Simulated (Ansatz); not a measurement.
# B₂H₂ (singlet): from Hartree-Fock to the top rungs at distance B1–B2 = 2.817 Å, cc-pVDZ

How much of the correlation energy of B₂H₂ (singlet) does each wave-function method recover here?

Method: cc-pVDZ, core rule «outside noble gas», up to 2 orbitals frozen; program: Ansatz 0.2.0, Gaussian basis.

The runs, in order: UHF; CCSD(T) on RHF; CCSD(T) on UHF; BCCD(T) on RHF; CISD; CCSDT(Q) on RHF; CCSDT(Q) on UHF; CISDTQ; CCSDTQ on RHF; CCSDTQ on UHF; CASSCF and MRCISD+Q, 2 electrons in 2 orbitals; CASSCF and NEVPT2, 2 electrons in 2 orbitals; CASSCF and MRCISD+Q, 8 electrons in 10 orbitals; CASSCF and NEVPT2, 8 electrons in 10 orbitals; Full CI.

## (1) The geometry

The geometry derives from a PBE0/def2-TZVP stationary point (not a proven minimum). One bond is set to the value named and the two fragments are kept rigid.

4 atoms, charge 0, spin multiplicity 1.

Atoms are counted from 1 here; the program's logs count them from 0.

Bond lengths: B1–H3 1.176 Å, B2–H4 1.176 Å.

## (2) UHF

in.yaml reads:

```yaml
crystal:
  periodic: [false, false, false]
  atoms:
    - {symbol: B, position_ang: [0.000000, 0.000000, 1.408500]}
    - {symbol: B, position_ang: [0.000000, 0.000000, -1.408500]}
    - {symbol: H, position_ang: [0.000000, 0.000000, 2.584234]}
    - {symbol: H, position_ang: [0.000000, 0.000000, -2.584234]}
basis:
  gaussian: {orbitals: cc-pVDZ}
magnetization: {spin_polarized: true, initial_magnetization: 0}
hamiltonian: {xc: hf}
output: {orbitals: {seedname: orbitals}}
```

Started as:

```console
$ ansatz run in.yaml --threads 1 --pin off --events-out ev --progress --plain --max-ram 3956MiB --backend cpu
```

The runs that follow: CCSD(T) on RHF; CCSD(T) on UHF; BCCD(T) on RHF; CISD; CCSDT(Q) on RHF; CCSDT(Q) on UHF; CISDTQ; CCSDTQ on RHF; CCSDTQ on UHF; CASSCF and MRCISD+Q, 2 electrons in 2 orbitals; CASSCF and NEVPT2, 2 electrons in 2 orbitals; CASSCF and MRCISD+Q, 8 electrons in 10 orbitals; CASSCF and NEVPT2, 8 electrons in 10 orbitals; Full CI.

Q: Predict the results of all the runs planned. Wanted: FCI below the RHF energy; RMP2 from FCI; UMP2 from FCI; RCCSD from FCI; RCCSD(T) from FCI; UCCSD(T) from FCI; RCCSDT(Q) from FCI; UCCSDT(Q) from FCI; NEVPT2 pair from FCI.

The runs gave:

| quantity | value |
| --- | --- |
| FCI below the RHF energy | -5.3735 eV |
| RMP2 from FCI | +1858.1 meV |
| UMP2 from FCI | +1521.8 meV |
| RCCSD from FCI | +180.8 meV |
| RCCSD(T) from FCI | +56.6 meV |
| UCCSD(T) from FCI | +104.2 meV |
| RCCSDT(Q) from FCI | -1.7 meV |
| UCCSDT(Q) from FCI | +24.7 meV |
| NEVPT2 pair from FCI | +1688.4 meV |
| MRCISD+Q pair from FCI | +13.1 meV |
| NEVPT2 valence from FCI | +744.7 meV |
| levels within 1 kcal/mol (43 meV) | RCCSDT, UCCSDT, RCCSDT(Q), UCCSDT(Q), RCCSDTQ, UCCSDTQ, MRCISD+Q pair |
| T1 diagnostic | 0.010 |
| effectively unpaired electrons | 0.73 |

RCCSD(T) lands +56.6 meV from the yardstick (1.1 % of the correlation energy). CCSD(T) misses by +56.6 meV on the restricted determinant and by +104.2 meV on the unrestricted one; the two need not hold the same state or core. The occupations show some static correlation. Of the multireference levels listed MRCISD+Q pair comes nearest in total energy (+13.1 meV), which doesn't show that its space is the better one. These misses are within one basis, not against nature.
